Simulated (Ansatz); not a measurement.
# CH− (singlet): from Hartree-Fock to the top rungs, aug-cc-pVTZ

The task here is to estimate one member of a computed series from the others.

Computed with Ansatz 0.2.0, Gaussian basis. Level: aug-cc-pVTZ, core rule «outside noble gas», up to 1 orbitals frozen.

The runs, in order: UHF; CCSD(T) on RHF; CCSD(T) on UHF; BCCD(T) on RHF; CCSDT(Q) on RHF; CCSDT(Q) on UHF; CCSDTQ on RHF; CASSCF and MRCISD+Q, 6 electrons in 5 orbitals; CASSCF and NEVPT2, 6 electrons in 5 orbitals.

5 further runs of the same task are left out: 1 that didn't finish, 4 set aside as unsound or not needed.

## The system

The geometry is a PBE0/def2-TZVPD stationary point (not a proven minimum).

2 atoms, charge -1, spin multiplicity 1.

Atoms are counted from 1 here; the program's logs count them from 0.

Bond lengths: C1–H2 1.136 Å.

The first run:

File in.yaml:

```yaml
crystal:
  periodic: [false, false, false]
  atoms:
    - {symbol: C, position_ang: [0.000000, 0.000000, 0.000000]}
    - {symbol: H, position_ang: [0.000000, 0.000000, 1.135800]}
basis:
  gaussian: {orbitals: aug-cc-pVTZ}
total_charge: -1
magnetization: {spin_polarized: true, initial_magnetization: 0}
hamiltonian: {xc: hf}
output: {orbitals: {seedname: orbitals}}
```

Started as:

```
$ ansatz run in.yaml --threads 1 --pin off --events-out ev --progress --plain --max-ram 3956MiB --backend cpu
```

Among the steps run: UHF; CCSD(T) on RHF; CCSD(T) on UHF; BCCD(T) on RHF; CCSDT(Q) on RHF; CCSDT(Q) on UHF; CCSDTQ on RHF; CASSCF and MRCISD+Q, 6 electrons in 5 orbitals; CASSCF and NEVPT2, 6 electrons in 5 orbitals.

One table of the session follows, with a row left open; its other results are not shown here.

| method | from RCCSDT(Q) (kcal/mol) |
| --- | --- |
| RHF | +121.07 |
| UHF | +91.20 |
| RMP2 | +24.94 |
| UMP2 | +7.25 |
| RCCSD | +11.03 |
| UCCSD | -6.68 |
| RCCSD(T) | +5.52 |
| UCCSD(T) | -12.08 |
| BCCD(T) | +5.52 |
| RCCSDT | ? |
| UCCSDT | -18.25 |
| RCCSDT(Q) | 0 |
| UCCSDT(Q) | -20.29 |
| RCCSDTQ | +0.38 |
| CASSCF valence | +97.19 |
| NEVPT2 valence | +28.65 |
| MRCISD valence | +12.98 |
| MRCISD+Q valence | +6.67 |

**Question.** Estimate the row for RCCSDT.

The run gave: from RCCSDT(Q) (kcal/mol): +1.85. In the column «from RCCSDT(Q) (kcal/mol)» it lies between RCCSDTQ (+0.38) and RCCSD(T) (+5.52).

To keep in mind: The determinant is far from a pure spin state, so its energy mixes those of several spin states (harmless only where they are near-degenerate, as at dissociation). The report flags that the cluster equations may have other roots. The program flags UCCSD(T), UCCSDT(Q), RCCSDTQ as in doubt, so those rows may rest on another solution; read them beside their warnings. Warnings: restricted reference is unstable; spin contamination. Restricted and unrestricted rows rest on different reference determinants; where their highest levels disagree by more than a few hundredths of an eV, they describe different states and don't form one ladder.
